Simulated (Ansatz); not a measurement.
**Nudged elastic band run: C$_{2}$H$_{3}$FN$_{2}$**

Input file:

```yaml
crystal:
  periodic: [false, false, false]
  atoms:
    - { symbol: C, position_ang: [-0.445367, 1.338707, 0.025975] }
    - { symbol: "N", position_ang: [-0.557776, 0.101071, 0.306598] }
    - { symbol: C, position_ang: [0.426715, -0.777217, -0.120072] }
    - { symbol: "N", position_ang: [0.453014, -2.017483, 0.091995] }
    - { symbol: F, position_ang: [1.422648, -0.225286, -0.815438] }
    - { symbol: H, position_ang: [-1.234283, 2.03933, 0.369172] }
    - { symbol: H, position_ang: [0.414991, 1.750867, -0.552528] }
    - { symbol: H, position_ang: [-0.387641, -2.267089, 0.6384] }
basis:
  gaussian: { orbitals: def2-SVP }
hamiltonian:
  xc: lda
neb:
  order_check: false
  images: 9
  f_tol: 0.05
  max_iterations: 60
  final_atoms:
    - { symbol: C, position_ang: [-0.43227542, 1.44689651, -0.00188051] }
    - { symbol: "N", position_ang: [-0.72946195, 0.26847878, 0.37812196] }
    - { symbol: C, position_ang: [0.11665107, -0.77167246, 0.06365298] }
    - { symbol: "N", position_ang: [-0.10143369, -1.96218934, 0.4101381] }
    - { symbol: F, position_ang: [1.21408428, -0.42050853, -0.6532364] }
    - { symbol: H, position_ang: [-1.11976865, 2.27888078, 0.25626574] }
    - { symbol: H, position_ang: [0.48965697, 1.6854997, -0.58390826] }
    - { symbol: H, position_ang: [0.6548484, -2.58248545, 0.07494838] }
  initial_path:
    images:
      - { positions_ang: [[-0.445367, 1.338707, 0.025975], [-0.557776, 0.101071, 0.306598], [0.426715, -0.777217, -0.120072], [0.453014, -2.017483, 0.091995], [1.422648, -0.225286, -0.815438], [-1.234283, 2.03933, 0.369172], [0.414991, 1.750867, -0.552528], [-0.387641, -2.267089, 0.6384]] }
      - { positions_ang: [[-0.43725956, 1.33558985, 0.02898427], [-0.55116961, 0.1193356, 0.3569982], [0.41111882, -0.76382521, -0.07612013], [0.45068137, -1.99173326, 0.1891511], [1.3932883, -0.25915474, -0.82079191], [-1.21978929, 2.06406681, 0.36495909], [0.3925654, 1.73349295, -0.59134699], [-0.34713444, -2.294872, 0.49226838]] }
      - { positions_ang: [[-0.42915211, 1.3324727, 0.03199354], [-0.54456322, 0.1376002, 0.40739839], [0.39552265, -0.75043343, -0.03216826], [0.44834875, -1.96598352, 0.2863072], [1.3639286, -0.29302348, -0.82614582], [-1.20529558, 2.08880362, 0.36074618], [0.3701398, 1.71611889, -0.63016598], [-0.30662788, -2.322655, 0.34613675]] }
      - { positions_ang: [[-0.42104467, 1.32935555, 0.03500281], [-0.53795684, 0.1558648, 0.45779859], [0.37992647, -0.73704164, 0.01178361], [0.44601612, -1.94023378, 0.3834633], [1.33456891, -0.32689221, -0.83149973], [-1.19080186, 2.11354043, 0.35653327], [0.3477142, 1.69874484, -0.66898497], [-0.26612132, -2.35043799, 0.20000513]] }
      - { positions_ang: [[-0.41293723, 1.3262384, 0.03801208], [-0.53135045, 0.1741294, 0.50819878], [0.36433029, -0.72364985, 0.05573547], [0.44368349, -1.91448404, 0.48061939], [1.30520921, -0.36076095, -0.83685364], [-1.17630815, 2.13827724, 0.35232036], [0.3252886, 1.68137079, -0.70780397], [-0.22561477, -2.37822099, 0.0538735]] }
      - { positions_ang: [[-0.40482979, 1.32312125, 0.04102136], [-0.52474406, 0.192394, 0.55859898], [0.34873412, -0.71025807, 0.09968734], [0.44135087, -1.8887343, 0.57777549], [1.27584951, -0.39462969, -0.84220755], [-1.16181444, 2.16301405, 0.34810746], [0.30286299, 1.66399673, -0.74662296], [-0.18510821, -2.40600399, -0.09225812]] }
      - { positions_ang: [[-0.41031891, 1.3478763, 0.03244098], [-0.56568764, 0.20761096, 0.52250357], [0.30231751, -0.72254094, 0.09248047], [0.33279396, -1.90342531, 0.54424801], [1.26349647, -0.39980546, -0.80441332], [-1.15340528, 2.1861874, 0.32973911], [0.34022179, 1.66829733, -0.71408002], [-0.01711688, -2.44130028, -0.05881682]] }
      - { positions_ang: [[-0.41580804, 1.37263136, 0.02386061], [-0.60663122, 0.22282792, 0.48640817], [0.2559009, -0.73482382, 0.0852736], [0.22423704, -1.91811632, 0.51072054], [1.25114342, -0.40498123, -0.76661909], [-1.14499612, 2.20936075, 0.31137077], [0.37758058, 1.67259792, -0.68153708], [0.15087444, -2.47659657, -0.02537552]] }
      - { positions_ang: [[-0.42129717, 1.39738641, 0.01528024], [-0.6475748, 0.23804487, 0.45031277], [0.20948429, -0.7471067, 0.07806672], [0.11568013, -1.93280733, 0.47719306], [1.23879037, -0.41015699, -0.72882486], [-1.13658697, 2.23253409, 0.29300243], [0.41493938, 1.67689852, -0.64899414], [0.31886576, -2.51189287, 0.00806578]] }
      - { positions_ang: [[-0.4267863, 1.42214146, 0.00669987], [-0.68851837, 0.25326183, 0.41421736], [0.16306768, -0.75938958, 0.07085985], [0.00712322, -1.94749833, 0.44366558], [1.22643733, -0.41533276, -0.69103063], [-1.12817781, 2.25570744, 0.27463409], [0.45229817, 1.68119911, -0.6164512], [0.48685708, -2.54718916, 0.04150708]] }
      - { positions_ang: [[-0.43227542, 1.44689651, -0.00188051], [-0.72946195, 0.26847878, 0.37812196], [0.11665107, -0.77167246, 0.06365298], [-0.10143369, -1.96218934, 0.4101381], [1.21408428, -0.42050853, -0.6532364], [-1.11976865, 2.27888078, 0.25626574], [0.48965697, 1.6854997, -0.58390826], [0.6548484, -2.58248545, 0.07494838]] }
```

Command:

```bash
$ ansatz run input.yaml --threads 1 --pin off --max-ram 2048MiB --backend cpu --events-out ev --progress --plain --runs-dir out
```

Output, in part (warnings, iteration lines, the closing report on the highest movable image, with atoms numbered from 0):

```
NEB end point (image 0): max|allowed force component| = 7.810e-3 eV/Å (the criterion of neb.relax_end_points is 1.000e-2)
NEB end point (image 10): max|allowed force component| = 6.027e-3 eV/Å (the criterion of neb.relax_end_points is 1.000e-2)
NEB iter   1: max|band force component| = 2.024e1 eV/Å  barrier→ = 3.5242 eV  barrier← = 3.4767 eV  Δτ_max = 0.1956 Å  (374 SCF iters)
NEB iter   2: max|band force component| = 2.452e0 eV/Å  barrier→ = 1.6775 eV  barrier← = 1.6300 eV  Δτ_max = 0.1967 Å  (322 SCF iters)
NEB iter   3: max|band force component| = 2.245e0 eV/Å  barrier→ = 1.4499 eV  barrier← = 1.4024 eV  Δτ_max = 0.1023 Å  (318 SCF iters)
NEB iter   4: max|band force component| = 2.042e0 eV/Å  barrier→ = 1.1127 eV  barrier← = 1.0652 eV  Δτ_max = 0.1039 Å  (295 SCF iters)
NEB iter   5: max|band force component| = 1.494e0 eV/Å  barrier→ = 0.9407 eV  barrier← = 0.8932 eV  Δτ_max = 0.1019 Å  (284 SCF iters)
NEB iter   6: max|band force component| = 7.907e-1 eV/Å  barrier→ = 0.8449 eV  barrier← = 0.7974 eV  Δτ_max = 0.0899 Å  (278 SCF iters)
NEB iter   7: max|band force component| = 5.112e-1 eV/Å  barrier→ = 0.8202 eV  barrier← = 0.7727 eV  Δτ_max = 0.0379 Å  (272 SCF iters)
NEB iter   8: max|band force component| = 2.702e-1 eV/Å  barrier→ = 0.8201 eV  barrier← = 0.7726 eV  CI = image 5  Δτ_max = 0.0361 Å  (275 SCF iters)
NEB iter   9: max|band force component| = 4.032e-1 eV/Å  barrier→ = 0.8200 eV  barrier← = 0.7724 eV  CI = image 5  Δτ_max = 0.0181 Å  (275 SCF iters)
NEB iter  10: max|band force component| = 1.870e-1 eV/Å  barrier→ = 0.8167 eV  barrier← = 0.7692 eV  CI = image 5  Δτ_max = 0.0300 Å  (286 SCF iters)
NEB iter  11: max|band force component| = 1.543e-1 eV/Å  barrier→ = 0.8169 eV  barrier← = 0.7694 eV  CI = image 5  Δτ_max = 0.0169 Å  (281 SCF iters)
NEB iter  12: max|band force component| = 8.785e-2 eV/Å  barrier→ = 0.8163 eV  barrier← = 0.7688 eV  CI = image 5  Δτ_max = 0.0106 Å  (287 SCF iters)
NEB iter  13: max|band force component| = 8.119e-2 eV/Å  barrier→ = 0.8158 eV  barrier← = 0.7683 eV  CI = image 5  Δτ_max = 0.0064 Å  (290 SCF iters)
NEB iter  14: max|band force component| = 1.684e-2 eV/Å  barrier→ = 0.8157 eV  barrier← = 0.7682 eV  CI = image 5  Δτ_max = 0.0000 Å  (680 SCF iters)
Total energy: -7751.16417563 eV, -284.8500295265 hartree
Atom 0 at    -0.455572     1.436638     0.009248 Å, force    -0.007106    -0.007691     0.004309 eV/Å
Atom 1 at    -0.377212     0.324885     0.620021 Å, force     0.018950     0.001556    -0.005380 eV/Å
Atom 2 at     0.377335    -0.710800     0.072321 Å, force     0.007732     0.001550     0.004077 eV/Å
Atom 3 at     0.130537    -1.901975     0.131145 Å, force    -0.018233     0.007701     0.001473 eV/Å
Atom 4 at     1.497489    -0.216042    -0.548438 Å, force    -0.001977    -0.000335     0.006743 eV/Å
Atom 5 at    -1.069348     2.252191     0.447786 Å, force    -0.001183     0.000864    -0.002044 eV/Å
Atom 6 at     0.070669     1.639925    -0.954912 Å, force    -0.003114     0.001292    -0.004115 eV/Å
Atom 7 at    -0.081597    -2.881922     0.166931 Å, force     0.004931    -0.004937    -0.005064 eV/Å
Dipole moment:    -0.181411     0.022672    -0.133409 e Å
```

The forces met the threshold. A vibrational analysis at the climbing image gives one clearly imaginary mode, 838i cm⁻¹, and a faint second one (37i cm⁻¹) that may be numerical noise or a soft torsion: probably a first-order saddle point.

Final band (atoms are numbered from 1 in the order of the input):

```tsv
image	path coordinate (Å)	energy (eV)	angle C3–N4–H8 (°)
0	0.00	0.00	108
1	0.30	0.01	108
2	0.61	0.05	113
3	0.91	0.21	125
4	1.22	0.57	148
5	1.52	0.82	179
6	1.83	0.56	148
7	2.14	0.21	124
8	2.45	0.08	112
9	2.75	0.05	111
10	3.06	0.05	111
```

Time of the run: 3.6 min on 1 thread of Intel(R) Xeon(R) Processor @ 2.70GHz, with other jobs on the host, peak memory 0.16 GiB.
